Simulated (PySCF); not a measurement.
Calculated NMR parameters of c1nc[nH]n1

* Formula: C2H3N3
* SMILES: c1nc[nH]n1
* Point group of the computed structure: Cs
* Degrees of unsaturation: 3
* Carbon signals: 2
* Proton signals: 3

Bonds (- single, = double, # triple, : aromatic): C1:N2 1.356 Å, N2:C3 1.314 Å, C3:N4 1.348 Å, N4:N5 1.334 Å, N5:C1 1.320 Å. C1 carries H6; C3 carries H7; N4 carries H8.

PySCF calculation with PBE0-D3(BJ)/def2-SVP structure, PBE0/pcSseg-1 with gauge-including orbitals and spin–spin couplings from B3LYP/pcJ-1; no solvent, one conformer, non-relativistic.

Referencing at the same level of theory: ¹H and ¹³C vs TMS; ¹⁵N vs NH3.

| carbon | δC, type | δH (multiplicity, J in Hz) | HMBC from (abs. J ≥ 3 Hz) | span of the C tensor (ppm) |
| --- | --- | --- | --- | --- |
| C1 | 156.0, CH | 7.93 (s) | H7 | 164 |
| C3 | 144.4, CH | 7.97 (s) | H6 | 155 |

Other nuclei:
| atoms | nucleus | environment | δ (ppm) | σ (ppm) |
| --- | --- | --- | --- | --- |
| H8 | ¹H | hydrogen on a pyrrole-type ring nitrogen | 9.67 | 21.60 |
| N5 | ¹⁵N | pyridine-type nitrogen of an azole | 325.7 | -60.0 |
| N2 | ¹⁵N | pyridine-type nitrogen of an azole | 290.4 | -24.7 |
| N4 | ¹⁵N | pyrrole-type ring nitrogen | 224.9 | 40.8 |

Selected couplings (Hz, signed; the shortest-range and largest first, 30 at most; isotopes ¹³C, ¹H, ¹⁵N): ¹J(C3,H7) 220.7, ¹J(C1,H6) 220.1, ¹J(N4,N5) -12.8, ¹J(C3,N4) -10.2, ¹J(C1,N2) 6.2, ¹J(C1,N5) 2.8, ¹J(N2,C3) 1.1, ²J(N5,H6) -18.0, ²J(N2,H6) -15.1, ²J(N2,H7) -13.6, ²J(N4,H7) -11.0, ²J(C1,N4) -2.9, ²J(C1,C3) -2.3, ²J(N2,N5) -1.4, ³J(N4,H6) -6.6.

Carbon types of the structure: 2 × CH, leaving 1 H on heteroatoms. δC 156.0, 144.4: aromatic CH between two ring heteroatoms. δH 9.67: hydrogen on a pyrrole-type ring nitrogen; exchangeable; this is the value without hydrogen bonding to other molecules. δH 7.97, 7.93: hydrogen on an aromatic CH between two ring heteroatoms; the ring current deshields protons in the ring plane.

The OH or NH signal is concentration- and solvent-dependent in practice; the value given is the gas-phase one. Shifts are as computed. Against solution values, carbons near 30 ppm lie about +2 ppm off and those near 130 ppm about +5 ppm. Of 1211 compounds with measured shifts, 218 miss one by over three times the rms of a fit or turn the order of signals round; such compounds aren't used in these exercises. Experimental scales use liquid or dissolved standards, which lie at an offset from isolated NH3 (liquid NH3: subtract about 20 ppm). Unscaled 15N shifts of sp2 nitrogen come out 20 to 40 ppm too high even then.
